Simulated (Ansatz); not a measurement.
in.yaml

```yaml
crystal:
  periodic: [false, false, false]
  atoms:
    - {symbol: Be, position_ang: [0.000000, 0.000000, 0.000000]}
    - {symbol: H, position_ang: [0.000000, 0.000000, 2.085000]}
basis:
  gaussian: {orbitals: aug-cc-pVDZ}
total_charge: 1
correlation: {active_space: {window: {electrons: 4, orbitals: 3}, fixed_orbitals: true}}
output: {forces: true}
```

```sh
$ ansatz run in.yaml --threads 1 --pin off --events-out ev --progress --plain --max-ram 2393MiB
```

Log:

```
293 factors; integrals over basis functions are off by at most 9.0e-4 eV
mean field evaluation 1: about -401.9220 eV, gradient 3.3e0 eV
mean field evaluation 2: about -401.9255 eV, gradient 3.3e0 eV
mean field evaluation 4: about -402.0143 eV, gradient 1.6e-1 eV
mean field evaluation 8: about -402.0143 eV, gradient 7.2e-7 eV
mean field -402.01433151 eV, -14.7737541879 hartree, gradient 2.0e-6 eV, S^2 0.000000; 0 other end points of the search recorded, 0 dependent functions left out
reference -402.01433151 eV, -14.7737541879 hartree; 2, 2 occupied and 30, 30 virtual orbitals, 293 factors
state -402.47793048 eV, -14.7907911359 hartree
the calculation of the forces begins
Total energy: -402.47793048 eV, -14.7907911359 hartree
Atom 0 at     0.000000     0.000000     0.000000 Å, force     0.000000     0.000000     2.111392 eV/Å
Atom 1 at     0.000000     0.000000     2.085000 Å, force    -0.000000     0.000000    -2.111392 eV/Å
Dipole moment:    -0.000000     0.000000    -0.356322 e Å
```

Forces (eV/Å):
```
Be   0.000  0.000  2.111
H    0.000  0.000 -2.111
```

Ran on 1 thread of Intel Xeon, shared host: 0.15 s wall, 0.2 GiB peak host memory.
